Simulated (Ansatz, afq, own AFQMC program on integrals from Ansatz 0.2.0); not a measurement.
AFQMC on a folder of integrals that Ansatz 0.2.0 wrote.

```yaml
crystal:
  periodic: [false, false, false]
  atoms:
    - {symbol: N, position_ang: [0.000000, -0.189842, 0.586375]}
    - {symbol: O, position_ang: [0.000000, 0.123764, -0.585449]}
    - {symbol: H, position_ang: [0.000000, 0.673560, 1.144562]}
basis:
  gaussian: {orbitals: cc-pVDZ}
magnetization: {spin_polarized: true, initial_magnetization: 2}
correlation: {method: ccsd_t, electrons: outside_noble_gas, hamiltonian_folder: ham}
```

```sh
$ ansatz run in.yaml --threads 1 --pin off --events-out ev --progress --plain --max-ram 1382MiB
```

afq runs on the folder ham with

```
--method free --trial cisd --walkers 60 --time-step 0.03 --max-blocks 80 --target-error 0.00042 --factor-cut 1e-05 --seed 9593 --times 0,0.21,0.42,0.81,1.2,1.8,2.4,3 --taylor-order 8
```

Times are imaginary, in 1/Eh. The walk had a cap of 820 s.

Log:

```
orbitals 31  electrons 7 5  factors 233 of 309
reference energy -129.80236866 Eh
CCSD correlation -0.32750232 Eh in 12 cycles, weight of the determinant in the CISD state 0.8759
repeat  energy at the last time / Eh  error
    10  -130.135999  0.002454
    20  -130.135132  0.001426
    30  -130.136560  0.001484
    40  -130.138113  0.001446
    50  -130.139313  0.001411
    60  -130.140004  0.001274
    70  -130.139723  0.001103
    80  -130.139527  0.001007
time / (1/Eh)  energy / Eh  error  mean overlap
  0.00  -130.129832  0.000361  1.1412
  0.21  -130.136346  0.000408  1.1365
  0.42  -130.138464  0.000361  1.1376
  0.81  -130.140018  0.000461  1.1226
  1.20  -130.140742  0.000515  1.1078
  1.80  -130.140977  0.000636  1.1028
  2.40  -130.139916  0.000791  1.1147
  3.00  -130.139527  0.001007  1.1059
energy -130.139527 +/- 0.001007 Eh
```

The run passed its tests (error under three times the target), which doesn't prove that it has relaxed.

Against this walk (error 27.4 meV) on the same determinant: CCSD(T) 24.1 meV higher (within the noise), CCSDT(Q) 23.8 meV lower (within the noise). The error is statistical, and a free projection of finite length keeps a remainder of its start.

Cautions: remainder of the start not in the error; error above the target (27.4 against 11.4 meV); lower spins were not checked.

The walk took 120 s on 1 thread of Intel(R) Xeon(R) 6975P-C (Granite Rapids), with other jobs on the host. The log's last line is the free-projection energy.

CCSDT and higher add their correlation energy to the determinant of the CCSD(T) run, since their own runs factorise the integrals more tightly (a shift of under 2 meV). A walk keeps the symmetry of its determinant, which the program's search chose and which needn't be the lowest solution, so a lower state of the same spin and another symmetry isn't excluded.
